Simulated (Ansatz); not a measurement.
`CC(F)(F)Cl` from Hartree–Fock to CCSD(T)

```csv
atom,x (Å),y (Å),z (Å)
C1,-0.437,0.309,0.621
C2,0.416,-0.283,-0.460
F3,1.650,0.247,-0.443
F4,0.559,-1.607,-0.290
Cl5,-0.274,-0.011,-2.079
H6,-0.526,1.383,0.471
H7,0.038,0.109,1.582
H8,-1.426,-0.146,0.598
```

Charge 0, multiplicity 1. Geometry: relaxed with PBE0-D4/def2-TZVP. Frozen core, restricted reference, Ansatz 0.2.0. CBS rows extrapolate triple and quadruple zeta; past MP2 they add the triple-zeta difference.

| basis | HF (Eh) | MP2 corr. | CCSD corr. | (T) | CCSD(T) total |
| --- | --- | --- | --- | --- | --- |
| def2-SVP | -735.49922 | -0.77979 | -0.81533 | -0.01868 | -736.33323 |
| def2-TZVPP | -735.99723 | -1.02389 | -1.05478 | -0.03831 | -737.09032 |
| def2-QZVPP | -736.02207 | -1.11427 | – | – | – |
| CBS(def2) | -736.02549 | -1.18122 | -1.21211 | as TZ | -737.27591 |
